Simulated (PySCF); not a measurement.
Aluminium: a sound run and one with changed settings

Sound run: Al [Ne] 3s2 3p1, Al⁺ [Ne] 3s2. Computed with PySCF 2.14 in pcseg-2, with no relativity, point nucleus. In the sound run the correlated levels freeze [Ne]. The sound run starts from symmetry-adapted Hartree-Fock orbitals and uses a fine grid where one is needed.

Changed run: scalar relativity by spin-free X2C-1e. This setting is unsound on purpose.

```tsv
species	method	sound run (hartree)	changed run (hartree)	converged
Al	UHF	-241.86934	-242.27036	yes
Al	TPSS	-242.38369	-242.78480	yes
Al	B3LYP	-242.39251	-242.79380	yes
Al	MP2	-241.90107	-242.30213	yes
Al	CCSD(T)	-241.91470	-242.31575	yes
Al⁺	UHF	-241.66511	-242.06637	yes
Al⁺	TPSS	-242.15776	-242.55918	yes
Al⁺	B3LYP	-242.17139	-242.57294	yes
Al⁺	MP2	-241.69218	-242.09346	yes
Al⁺	CCSD(T)	-241.70401	-242.10525	yes
```

Ionisation energy of Al:

```
 method  sound run (eV)  changed run (eV)
    UHF           5.557             5.551
   TPSS           6.148             6.140
  B3LYP           6.017             6.010
    MP2           5.684             5.678
SCS-MP2           5.665             5.659
   CCSD           5.714             5.709
CCSD(T)           5.733             5.728
```

Most of the change in total energy is the relativistic energy itself. On top of that the contraction fixes the core shape for the Hamiltonian it was made with, so the changed run is not a good calculation with the other Hamiltonian either.

For comparison, NIST gives 5.986 eV between the lowest levels.
